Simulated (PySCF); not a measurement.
# Splitting trees

Bonds (- single, = double, # triple, : aromatic): C1=C2 1.336 Å, C2-F3 1.340 Å, C2-C4 1.450 Å, C4=C5 1.336 Å, C5-F6 1.324 Å. C1 carries H7, H8; C4 carries H9; C5 carries H10. Stereochemistry as in C=C(F)/C=C/F. H7 is cis to F3; H8 is trans to F3.

Computed data (PySCF 2.14.0 with density-fitted response routines): NMR shieldings at PBE0/pcSseg-1/GIAO, J couplings at B3LYP/pcJ-1 (spin–dipole term only in couplings to heteroatoms), PBE0-D3(BJ)/def2-SVP geometry. A single conformation, non-relativistic Hamiltonian, no solvent.

References, each an isolated molecule treated in the same way: 1H (31.27 ppm) and 13C (184.41 ppm) against TMS.

Spectrometer: 400 MHz for 1H. First-order analysis; couplings under 1 Hz (under 4 Hz in carbon signals) are ignored, and nearly equal couplings are merged; the smaller ones broaden or split the lines further.

**Question.** What pattern does H9 show (1H)?

**Answer.** A doublet of doublets of doublets at δ 5.79: 25.0 Hz to F3 (1 × 19F, 3 bonds away), 13.8 Hz to F6 (1 × 19F, 3 bonds away), 12.1 Hz to H10 (1 × 1H, 3 bonds away). Lines in Hz from the centre (relative intensity): +25.4 (1), +13.3 (1), +11.7 (1), +0.5 (1), -0.5 (1), -11.7 (1), -13.3 (1), -25.4 (1). The outer lines are 50.9 Hz apart, the sum of the couplings kept, or 0.127 ppm at this field.

**Question.** What pattern does H7 show (1H)?

**Answer.** A doublet of doublets of doublets at δ 4.89: 15.9 Hz to F3 (1 × 19F, 3 bonds away), 2.5 Hz to H8 (1 × 1H, 2 bonds away), 1.0 Hz to H10 (1 × 1H, 5 bonds away). Lines in Hz from the centre (relative intensity): +9.7 (1), +8.7 (1), +7.2 (1), +6.2 (1), -6.2 (1), -7.2 (1), -8.7 (1), -9.7 (1). The outer lines are 19.4 Hz apart, the sum of the couplings kept, or 0.048 ppm at this field.

**Question.** What pattern does C1 show in the proton-coupled 13C spectrum?

**Answer.** A triplet of doublets at δ 98.4: 173.7 Hz to H8 and H7 (2 × 1H, 1 bond away), 22.1 Hz to F3 (1 × 19F, 2 bonds away). Lines in Hz from the centre (relative intensity): +184.8 (1), +162.7 (1), +11.1 (2), -11.1 (2), -162.7 (1), -184.8 (1). The outer lines are 369.5 Hz apart, the sum of the couplings kept, or 3.674 ppm at this field.

Unscaled 3J(H,H) at this level run about 10 % above measured values.
